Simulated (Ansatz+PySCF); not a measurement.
Values are calculated unless marked as measured or tabulated.
A run of PySCF 2.14.0 on doublet C2H6S(+) at this shape:

```xyz
9

C     0.0000    1.3667   -0.5137
S     0.0000    0.0000    0.6643
C     0.0000   -1.3667   -0.5137
H     0.0000    2.2967    0.0573
H     0.8916    1.3457   -1.1446
H    -0.8916    1.3457   -1.1446
H     0.0000   -2.2967    0.0573
H    -0.8916   -1.3457   -1.1446
H     0.8916   -1.3457   -1.1446
```

Its results:

```json
{
  "Converged": "yes",
  "Reference energy": "-476.52540 hartree",
  "Correlation energy": "-0.49670 hartree",
  "Total energy": "-477.02210 hartree",
  "Spin squared of the determinant": "0.768"
}
```

Messages of the program:
```
WARN: HOMO -0.248528915769048 >= LUMO -0.248528915769048
WARN: HOMO -0.248528915769048 >= LUMO -0.248528915769048
```

Problem. Which input gives this output? Name the method, the orbitals and the basis set, and write the input.

Solution. UHF-MP2 in cc-pVTZ on H, C; cc-pV(T+d)Z on S.

```python
from pyscf import gto, scf, mp

# the (T+d) and (D+d) sets load through basis_set_exchange
mol = gto.M(atom="""
C 0.000000 1.366670 -0.513710
S 0.000000 0.000000 0.664270
C 0.000000 -1.366670 -0.513710
H 0.000000 2.296690 0.057280
H 0.891640 1.345680 -1.144600
H -0.891640 1.345680 -1.144600
H 0.000000 -2.296690 0.057280
H -0.891640 -1.345680 -1.144600
H 0.891640 -1.345680 -1.144600
""", basis={'C': 'cc-pvtz', 'H': 'cc-pvtz', 'S': 'cc-pv(t+d)z'}, charge=1, spin=1)
mf = scf.UHF(mol)
mf.kernel()
pt = mp.MP2(mf, frozen=7).run()
print(mf.e_tot, pt.e_corr, pt.e_tot)
```
